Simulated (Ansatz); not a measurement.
Geometry optimisation, RKS B3LYP/def2-SVP in Ansatz.

The input (input.yaml):

```yaml
crystal:
  periodic: [false, false, false]
  atoms:
    - { symbol: B, position_ang: [1.030526, -0.92191, 0.247866] }
    - { symbol: H, position_ang: [-1.396906, -0.682261, 0.030678] }
    - { symbol: H, position_ang: [1.313808, -1.62987, -0.691724] }
    - { symbol: H, position_ang: [1.053062, -1.404254, 1.356965] }
    - { symbol: C, position_ang: [0.479727, 0.545897, 0.018127] }
    - { symbol: C, position_ang: [-1.054653, 0.328735, -0.1944] }
    - { symbol: H, position_ang: [0.911144, 1.0365, -0.867628] }
    - { symbol: H, position_ang: [0.650235, 1.201975, 0.885949] }
    - { symbol: H, position_ang: [-1.343158, 0.526805, -1.238264] }
    - { symbol: H, position_ang: [-1.643684, 0.998282, 0.452432] }
basis:
  gaussian: { orbitals: def2-SVP }
hamiltonian:
  xc: b3lyp
relax:
  f_tol: 0.03
  max_steps: 50
```

Run as:

```bash
$ ansatz run input.yaml --threads 2 --pin off --max-ram 3072MiB --backend cpu --events-out ev --progress --plain --runs-dir out
```

Task: Where does it end, and by what steps?

Result: The run converged. After 10 steps the energy has fallen by 0.099 eV; H10 moved furthest, 0.70 Å.

```json
{"step": "0", "energy less start (eV)": "0.0000", "largest force component (eV/Å)": "0.506", "accepted": "yes"}
{"step": "1", "energy less start (eV)": "-0.0137", "largest force component (eV/Å)": "0.262", "accepted": "yes"}
{"step": "2", "energy less start (eV)": "-0.0233", "largest force component (eV/Å)": "0.276", "accepted": "yes"}
{"step": "3", "energy less start (eV)": "-0.0426", "largest force component (eV/Å)": "0.336", "accepted": "yes"}
{"step": "4", "energy less start (eV)": "-0.0691", "largest force component (eV/Å)": "0.133", "accepted": "yes"}
{"step": "5", "energy less start (eV)": "-0.0705", "largest force component (eV/Å)": "0.447", "accepted": "yes"}
{"step": "6", "energy less start (eV)": "-0.0255", "largest force component (eV/Å)": "1.116", "accepted": "no"}
{"step": "7", "energy less start (eV)": "-0.0669", "largest force component (eV/Å)": "0.816", "accepted": "no"}
{"step": "8", "energy less start (eV)": "-0.0937", "largest force component (eV/Å)": "0.201", "accepted": "yes"}
{"step": "9", "energy less start (eV)": "-0.0975", "largest force component (eV/Å)": "0.063", "accepted": "yes"}
{"step": "10", "energy less start (eV)": "-0.0986", "largest force component (eV/Å)": "0.023", "accepted": "yes"}
```

```xyz
10
Properties=species:S:1:pos:R:3
B 1.066 -0.925 0.117
H -1.583 -0.289 0.576
H 1.357 -1.454 -0.932
H 1.202 -1.570 1.132
C 0.437 0.508 0.135
C -1.077 0.345 -0.171
H 0.878 1.158 -0.641
H 0.552 1.014 1.108
H -1.245 -0.109 -1.161
H -1.585 1.322 -0.164
```

Run time: 6 s on 2 threads of AMD EPYC 9R45 96-Core Processor (Zen 5) (shared host), peak memory 0.17 GiB.
